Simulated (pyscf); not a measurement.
Single points on ωB97X-D3(BJ)/def2-SVP structures (PySCF, gas phase).

Problem. Estimate by transition-state theory the rate constant of H₂N–Si(NH₂)(NH₂)–Cl + H• → H₂N–Si•(NH₂)–NH₂ + HCl (doublet surface; Cl–Si broken, Cl–H formed) at 298 K, with ωB97M-D3(BJ)/def2-TZVP energies (ideal gas, 1 atm, RRHO with modes under 100 cm⁻¹ raised to 100, one conformer, R ln 2 for chiral ones without a mode under 150 cm⁻¹; no tunnelling).

Solution. The electronic barrier is 26.8 kcal/mol and the thermal terms add +6.5, so ΔG‡ = 33.4 kcal/mol. With k_BT/h = 6.21e+12 s⁻¹ and RT = 0.592 kcal/mol, and a volume of 4.06e-20 cm³ per molecule at 1 atm, k = 8.6e-32 cm³ molecule⁻¹ s⁻¹. Wigner's tunnelling factor for 444i cm⁻¹ would be 1.19. A shift of 1 kcal/mol in the barrier changes k by a factor 5.4. On the product side the descent ends in a complex (not fully relaxed), 4.5 kcal/mol under the separated species and 14.0 kcal/mol under the saddle at ωB97X-D3(BJ)/def2-TZVP. One saddle was located; it need not be the lowest between these sides. The angle at the transferred Cl is 173°.
